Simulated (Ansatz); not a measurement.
Basis-set extrapolation for CH$_{3}$O (`C[O]`) radical (PBE0-D4/def2-TZVP geometry, frozen core, the Gaussian-basis code of Ansatz). Multiplicity 2, UHF reference.

```json
{"": "HF", "def2-TZVPP": "-114.470675", "def2-QZVPP": "-114.476186"}
{"": "MP2 correlation", "def2-TZVPP": "-0.367031", "def2-QZVPP": "-0.395922"}
{"": "CCSD(T) correlation", "def2-TZVPP": "-0.407933", "def2-QZVPP": "not run"}
```

Energies in hartree. Use E(X) = E(∞) + A·exp(−7.88·√X) for Hartree–Fock and E(X) = E(∞) + B·X^(−2.97) for correlation, with X = 3 and 4, and add CCSD(T) minus MP2 of the smaller set to the MP2 limit.

Question: What is the CCSD(T) energy at the basis-set limit?

Answer: HF limit: -114.476186 + (-0.005511) × 0.13774 = -114.47695. MP2 limit: -0.395922 + (-0.028891) × 0.74074 = -0.41732. Higher-order term: -0.407933 − (-0.367031) = -0.04090. Total: -114.93517 hartree, 35.5 kcal/mol below CCSD(T)/def2-TZVPP.
